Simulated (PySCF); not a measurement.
Dipole moment and polarisability across levels of theory

Compound: 1,3-dioxane, C₄H₈O₂.
Bonds: C1–C2, C2–O3, O3–C4, C4–O5, O5–C6, C1–C6. Hydrogens: H7, H8 on C1; H9, H10 on C2; H11, H12 on C4; H13, H14 on C6.

PySCF, dipoles from the SCF density, polarisabilities from static response with core orbitals frozen. One conformer (not necessarily the lowest) at the PBE0-D3(BJ)/def2-SVP geometry, without solvent, vibrations or thermal averaging.

Task: Compare the levels for these properties.

Result: 

```json
{"level": "CAM-B3LYP/def2-SVPD", "μ (D)": "2.160", "error (%)": "+4.9", "α (Å³)": "8.14", "anisotropy (Å³)": "1.05"}
{"level": "wB97X-D/def2-SVPD", "μ (D)": "2.115", "error (%)": "+2.7", "α (Å³)": "8.12", "anisotropy (Å³)": "1.04"}
{"level": "LC-wPBE/def2-SVPD", "μ (D)": "2.190", "error (%)": "+6.3", "α (Å³)": "7.94", "anisotropy (Å³)": "1.03"}
{"level": "PBE0/6-31G*", "μ (D)": "1.913", "error (%)": "-7.1", "α (Å³)": "6.90", "anisotropy (Å³)": "1.06"}
{"level": "PBE0/6-31+G*", "μ (D)": "2.156", "error (%)": "+4.6", "α (Å³)": "7.78", "anisotropy (Å³)": "0.91"}
{"level": "PBE0/def2-SVP", "μ (D)": "1.959", "error (%)": "-4.9", "α (Å³)": "7.07", "anisotropy (Å³)": "1.01"}
{"level": "PBE0/aug-cc-pVDZ", "μ (D)": "1.962", "error (%)": "-4.7", "α (Å³)": "8.40", "anisotropy (Å³)": "1.11"}
{"level": "PBE0/def2-TZVP", "μ (D)": "1.920", "error (%)": "-6.8", "α (Å³)": "7.98", "anisotropy (Å³)": "1.11"}
{"level": "PBE0/def2-TZVPD", "μ (D)": "1.965", "error (%)": "-4.6", "α (Å³)": "8.37", "anisotropy (Å³)": "1.10"}
```

Reference dipole: 2.060 D (measured, gas; NIST CCCBDB Release 22 (SRD 101), experimental dipoles). The anisotropy is √(½[(α1 − α2)² + (α2 − α3)² + (α3 − α1)²]). For the dipole, the smallest error is 2.7% (wB97X-D/def2-SVPD) and the largest 7.1% (PBE0/6-31G*). The dipole runs from 1.91 D (PBE0/6-31G*) to 2.19 D (LC-wPBE/def2-SVPD). No reference polarisability is at hand; against PBE0 in the largest diffuse basis at hand (def2-TZVPD) the other PBE0 rows deviate by 6-31G* -18%, 6-31+G* -7%, def2-SVP -16%, aug-cc-pVDZ 0%, def2-TZVP -5%. With PBE0 the polarisability is 7.32 Å³ without diffuse functions (mean of 6-31G*, def2-SVP and def2-TZVP) and 8.18 Å³ with them (mean of 6-31+G*, aug-cc-pVDZ and def2-TZVPD). Measured values can belong to vibrating molecules; the computed ones are for one fixed geometry.
